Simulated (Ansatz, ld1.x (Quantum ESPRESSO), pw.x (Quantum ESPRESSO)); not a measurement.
# pw.x on bcc As: one setting changed

Potential: ultrasoft, ld1.x (Quantum ESPRESSO) 7.5, LDA (PW92); core [Ar] 3d10, reference 4s2 4p2.75; waves: 4s (bound): rcut 1.30, rcutus 1.50 bohr; 4s channel at 3.5 Ry: rcut 1.30, rcutus 1.50 bohr; 4p (bound): rcut 1.45, rcutus 1.90 bohr; 4p channel at 0.05 Ry: rcut 1.45, rcutus 1.90 bohr; 4d channel at -0.17 Ry: rcut 1.25, rcutus 1.70 bohr; local part: all-electron potential smoothed inside 1.35 bohr (lloc = -1); core correction: a·sin(br)/r model core, default radius (core density twice the valence density); augmentation: PSQ, inside the norm-conserving radii.

The reference run (k-mesh 14³, cutoffs 40/400 Ry, Fermi–Dirac 0.01 Ry, mixing_beta 0.4, conv_thr 1e-9, no spin) gives -0.31 GPa at 17.854 Å³/atom, where all-electron LAPW gives 0.14 GPa. This run, with its own iteration cap, changes k-mesh points per axis to 6.

```
&control
  calculation='scf', prefix='x', pseudo_dir='./', outdir='./tmp', tstress=.true., disk_io='none'
/
&system
  ibrav=0, nat=1, ntyp=1, ecutwfc=40, ecutrho=400, nbnd=9,
  occupations='smearing', smearing='fd', degauss=0.01
/
&electrons
  conv_thr=1e-09, mixing_beta=0.4, electron_maxstep=60
/
ATOMIC_SPECIES
As 1.0 As.UPF
CELL_PARAMETERS angstrom
  -1.64648778 1.64648778 1.64648778
  1.64648778 -1.64648778 1.64648778
  1.64648778 1.64648778 -1.64648778
ATOMIC_POSITIONS crystal
As 0.0000 0.0000 0.0000
K_POINTS automatic
6 6 6 0 0 0
```

```bash
pw.x < As.scf.in > As.scf.out
```

How does the run end?

It converges in 6 iterations; the free energy moves by +58.2 meV/atom and the pressure by +2.48 GPa.

```
Message from routine setup:
     using ibrav=0 with symmetry is DISCOURAGED, use correct ibrav instead
     lattice parameter (alat)  =       5.3891  a.u.
     unit-cell volume          =     120.4848 (a.u.)^3
     number of electrons       =         5.00
     number of Kohn-Sham states=            9
     kinetic-energy cutoff     =      40.0000  Ry
     charge density cutoff     =     400.0000  Ry
     scf convergence threshold =      1.0E-09
     Exchange-correlation= PW
     number of k points=    16  Fermi-Dirac smearing, width (Ry)=  0.0100
     iteration #  1     ecut=    40.00 Ry     beta= 0.40
     total energy              =     -17.93090011 Ry
     estimated scf accuracy    <       0.00559414 Ry
     iteration #  2     ecut=    40.00 Ry     beta= 0.40
     total energy              =     -17.93032030 Ry
     estimated scf accuracy    <       0.00138322 Ry
     iteration #  3     ecut=    40.00 Ry     beta= 0.40
     total energy              =     -17.93047100 Ry
     estimated scf accuracy    <       0.00000816 Ry
     iteration #  4     ecut=    40.00 Ry     beta= 0.40
     total energy              =     -17.93047279 Ry
     estimated scf accuracy    <       0.00000012 Ry
     iteration #  5     ecut=    40.00 Ry     beta= 0.40
     total energy              =     -17.93047282 Ry
     estimated scf accuracy    <          6.4E-09 Ry
     iteration #  6     ecut=    40.00 Ry     beta= 0.40
     the Fermi energy is     9.0124 ev
!    total energy              =     -17.93047282 Ry
     estimated scf accuracy    <          7.2E-11 Ry
     smearing contrib. (-TS)   =      -0.00455917 Ry
     The total energy is F=E-TS. E is the sum of the following terms:
     one-electron contribution =       5.38388606 Ry
     hartree contribution      =       0.25023023 Ry
     xc contribution           =      -8.93951902 Ry
     ewald contribution        =     -14.62051093 Ry
     convergence has been achieved in   6 iterations
          total   stress  (Ry/bohr**3)                   (kbar)     P=       21.69
     Message from routine punch:
     Nothing written, as per user request (disk_io='none')
```

The run took about 2.6 s on one core of a shared host (Intel(R) Xeon(R) 6975P-C, 192 threads, 756 GiB, load 136).
